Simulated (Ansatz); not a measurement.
C4H6O can be A, `CC1(O)C=C1`, or B, `C1=COCC1`.

Program: Ansatz. Geometries: PBE0-D4/def2-TZVP. ΔE: electronic, gas phase. CCSD(T)/CBS adds triple-zeta CCSD(T) − MP2 to the extrapolated MP2 energy (def2 sets, frozen cores). DFT in def2-TZVPP. Each species was taken in one conformer, which may not be the lowest.

Q: Which isomer does CCSD(T)/CBS put lower? Give the gap. (Estimate.)

A: Computed: B, by 35.8 kcal/mol.

Q: Give E(B) − E(A) in kcal/mol with LDA (SPW92), MP2/def2-TZVPP, CCSD(T)/def2-SVP, CCSD/def2-TZVPP, PBE0-D4, ωB97M-V, PBE-D4. (Estimate.)

A: Computed: LDA (SPW92) -37.9, MP2/def2-TZVPP -34.9, CCSD(T)/def2-SVP -36.5, CCSD/def2-TZVPP -37.1, PBE0-D4 -36.8, ωB97M-V -36.0, PBE-D4 -35.7. None reverses the order clearly.

Q: Does the order hold for the free energy at 298.15 K (harmonic terms from PBE0-D4)? (Estimate.)

A: The calculation gave: Yes: G(B) − G(A) = -32.6 kcal/mol, for one conformer each.

Largest T1 diagnostic: 0.012.

From PBE to PBE0 (25 % exact exchange), in def2-TZVPP and without D4, E(B) − E(A) moves by −1.2 kcal/mol. In def2-TZVPP, CCSD(T) changes the Hartree–Fock value by +2.2 kcal/mol (the triples alone add +0.2 kcal/mol) and MP2 by +4.2 kcal/mol.
